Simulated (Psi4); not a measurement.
Psi4 input (wB97X-D/6-31G*):

```
memory 1500 MB

molecule {
0 2
C     0.83746303    0.09481319   -0.96445335
C     2.06324952   -0.14829068   -0.16658330
C    -0.30755877    0.79786484   -0.41307968
H     0.69344615   -0.46401561   -1.88145465
H     1.94948445   -1.04538672    0.45855498
Cl   -1.31412795   -0.35650860    0.69872479
H     2.93376401   -0.31325886   -0.80354423
H     2.27462115    0.68230351    0.51113460
H    -0.04196665    1.61086036    0.25712555
H    -1.02809680    1.12381954   -1.15543980
symmetry c1
no_reorient
no_com
}

set {
  basis 6-31G*
  reference uks
  scf_type pk
  dft_radial_points 99
  dft_spherical_points 590
  e_convergence 1e-8
  d_convergence 1e-7
  maxiter 150
}

e = energy('wb97x-d')
print_out(f'\nFINAL {e:.10f} DIPOLE {variable("CURRENT DIPOLE")[0]:.6f} {variable("CURRENT DIPOLE")[1]:.6f} {variable("CURRENT DIPOLE")[2]:.6f}\n')
```

Task: What final total energy does it give?

Result: -578.01952 Eh.
